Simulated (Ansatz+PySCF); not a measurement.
The numbers below are computed, except where a source is named.
## Ansatz (development build ahead of 0.2.0) run

```yaml
crystal:
  periodic: [false, false, false]
  atoms:
    - { symbol: C, position_ang: [0.0, -0.00168, -1.08509] }
    - { symbol: C, position_ang: [0.0, 0.18475, 0.20429] }
    - { symbol: C, position_ang: [0.0, 0.02792, 1.5302] }
    - { symbol: "N", position_ang: [0.0, -0.04116, 2.65376] }
    - { symbol: H, position_ang: [0.0, -1.0025, -1.51905] }
    - { symbol: H, position_ang: [0.0, 0.83268, -1.78411] }
basis:
  gaussian: { orbitals: cc-pVTZ }
magnetization:
  spin_polarized: true
  initial_magnetization: 1
hamiltonian:
  xc: hf
correlation:
  method: mp2
  frozen_orbitals: { C: 1, H: 0, "N": 1 }
output:
  forces: true
```

The input is written out in the form of the current development build from the run's settings.

Output:

```json
{"Converged": "yes", "Reference energy": "-169.18833 hartree", "Correlation energy": "-0.57538 hartree", "Total energy": "-169.76371 hartree", "Spin squared of the determinant": "1.245", "Stability test": "minimum", "Occupied orbitals by symmetry in an Abelian subgroup (alpha; beta)": "12 A' 2 A''; 11 A' 2 A''"}
```

Forces (eV/Å):
```csv
atom,Fx,Fy,Fz
C1,0.000,0.144,2.243
C2,0.000,0.188,-4.719
C3,0.000,-0.252,0.607
N4,0.000,-0.126,1.508
H5,0.000,0.154,0.142
H6,0.000,-0.107,0.219
```

Caution: the unrestricted determinant is spin contaminated; forces differ strongly between restricted and unrestricted references.
